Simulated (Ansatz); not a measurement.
Reaction: AlCl3 (SMILES [Cl][Al]([Cl])[Cl]) → AlCl2 (SMILES [Al]([Cl])[Cl], doublet) + Cl (doublet) (the Al-Cl bond breaks)
Each species at its own B3LYP-D3(BJ)/def2-TZVP minimum (Ansatz, a quantum-chemistry and plane-wave program).

Property: bond dissociation energy (electronic), in kJ/mol. UHF or UKS for unpaired electrons; spin-orbit terms are left out. CBS(X,Y): correlation extrapolated as X^-3, Hartree-Fock from the larger set (Q,5: extrapolated as (X+1)exp(-9√X)). A bracket is a step between two methods taken in the basis named. Functionals run without relativity, which enters their misses. 'core' is core correlation in cc-pwCVTZ (1s frozen past Ne), 'X2C' scalar relativity in cc-pVTZ-DK, both at CCSD(T).

CCSD(T)/CBS(cc-pV(Q+d)Z,cc-pV(5+d)Z) + [CCSDT(Q) - CCSD(T)]/cc-pV(D+d)Z + core + X2C (Ansatz) gives 495.6 kJ/mol.

Question: What does PBE/def2-TZVPD (Ansatz) give here, and how do the other levels compare?

Answer: PBE gives 468.6 kJ/mol, 27.0 kJ/mol below it. Differences of the others: r2SCAN/def2-TZVPD (Ansatz) -16.6; PBE0/def2-TZVPD (Ansatz) -24.4; wB97M-V/def2-TZVPD (Ansatz) -0.9; CCSD(T)/CBS(cc-pV(Q+d)Z,cc-pV(5+d)Z) + core + X2C (Ansatz) 0.1 kJ/mol. Nearer than PBE: r2SCAN/def2-TZVPD, PBE0/def2-TZVPD, wB97M-V/def2-TZVPD, CCSD(T)/CBS(cc-pV(Q+d)Z,cc-pV(5+d)Z) + core + X2C.
